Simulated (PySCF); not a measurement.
Molecule: carbonyl fluoride (SMILES O=C(F)F).

Cartesian coordinates in Å; atom numbers follow the order of the lines, from 1:
```xyz
4

O    -0.3473    1.0568    0.7936
C    -0.0629    0.0280    0.3117
F     0.9437   -0.7310    0.6569
F    -0.6988   -0.5626   -0.6650
```

Geometry PBE0-D3(BJ)/def2-SVP throughout; GIAO in PySCF 2.14.0 with density-fitted response routines, gas phase, one conformer, non-relativistic; equivalent atoms averaged; functional PBE0.

Question: How do the absolute shieldings σ depend on the basis set? (ppm; last column core-seconds on 1 thread of an AMD EPYC 9R14, shared host)

Answer: 
```csv
basis set,functions,O1,C2,F3/F4,core-s
pcSseg-0,36,-23.1,37.5,196.4,1.2
cc-pVDZ,56,46.7,64.5,221.7,1.6
aug-cc-pVDZ,92,43.8,58.6,217.0,2.3
cc-pVTZ,120,24.3,44.8,203.2,3.2
IGLO-III,140,13.2,39.5,196.6,3.5
pcSseg-3,288,13.1,37.5,197.2,13
```

Question: Which nucleus moves most, in ppm?

Answer: O1 (carbonyl oxygen): from -23.1 ppm with pcSseg-0 to 46.7 ppm with cc-pVDZ. The smallest spread is 25.4 ppm, at F3/F4.

Question: Taking the largest basis, pcSseg-3 (288 functions), as the yardstick, rank the others by their worst heavy-atom deviation.

Answer: IGLO-III 2.1 ppm (140 functions), cc-pVTZ 11.2 ppm (120 functions), aug-cc-pVDZ 30.7 ppm (92 functions), cc-pVDZ 33.6 ppm (56 functions), pcSseg-0 36.2 ppm (36 functions).

A small basis that lands close on one nucleus may do so by chance; judge by the trend and by all nuclei.
